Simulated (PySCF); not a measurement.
Simulated outer-valence photoelectron spectrum of `Fc1ncon1`. Method: EOM-IP-CCSD/aug-cc-pVDZ in PySCF, restricted Hartree–Fock reference, frozen core, non-relativistic, gas phase, PBE0-D3(BJ)/def2-SVP geometry.

Each root has a Gaussian of 0.3 eV full width with its one-hole share as area; cross sections and vibrations are left out, and the highest printed point is 100.

ionisation energy (eV), intensity and a bar:
```
     11.0          3 #
     11.2         41 ############
     11.4         48 ##############
     11.6          7 ##
     11.8         34 ##########
     12.0         54 ################
     12.2          9 ###
     12.4         34 ##########
     12.6         54 ################
     12.8         25 ########
     13.0         60 ##################
     13.2         17 #####
     13.4          0 
     13.6          0 
     13.8          0 
     14.0          0 
     14.2          0 
     14.4          0 
     14.6          0 
     14.8          3 #
     15.0         43 #############
     15.2         47 ##############
     15.4          4 #
     15.6          0 
     15.8          0 
     16.0          0 
     16.2          0 
     16.4          5 #
     16.6         60 ##################
     16.8        100 ##############################
     17.0         24 #######
     17.2          1 
     17.4          0 
     17.6          2 #
     17.8         38 ###########
     18.0         51 ###############
     18.2          6 ##
```

Task: Where are the maxima, and how many lines lie under the curve?

Result: 7 maxima, at 11.3, 11.9, 12.5, 13.0, 15.1, 16.8 and 17.9 eV, from 8 lines. At this width some lines have no maximum of their own.

Task: List the lines with their holes.

Result: 
```json
{"E (eV)": "11.31", "leading hole (HF orbital)": "HOMO", "area": "0.95", "Koopmans (eV)": "11.69"}
{"E (eV)": "11.94", "leading hole (HF orbital)": "HOMO-2", "area": "0.94", "Koopmans (eV)": "13.77"}
{"E (eV)": "12.54", "leading hole (HF orbital)": "HOMO-1", "area": "0.94", "Koopmans (eV)": "13.48"}
{"E (eV)": "13.00", "leading hole (HF orbital)": "HOMO-3", "area": "0.94", "Koopmans (eV)": "15.01"}
{"E (eV)": "15.11", "leading hole (HF orbital)": "HOMO-4", "area": "0.95", "Koopmans (eV)": "16.91"}
{"E (eV)": "16.69", "leading hole (HF orbital)": "HOMO-5", "area": "0.92", "Koopmans (eV)": "19.08"}
{"E (eV)": "16.82", "leading hole (HF orbital)": "HOMO-6", "area": "0.94", "Koopmans (eV)": "19.23"}
{"E (eV)": "17.92", "leading hole (HF orbital)": "HOMO-7", "area": "0.95", "Koopmans (eV)": "20.12"}
```

The widest gap, 2.11 eV, lies between 13.00 and 15.11 eV. Only orbitals with −ε under 21 eV, eight at most, were ionised, so the high end of the curve may lack lines.
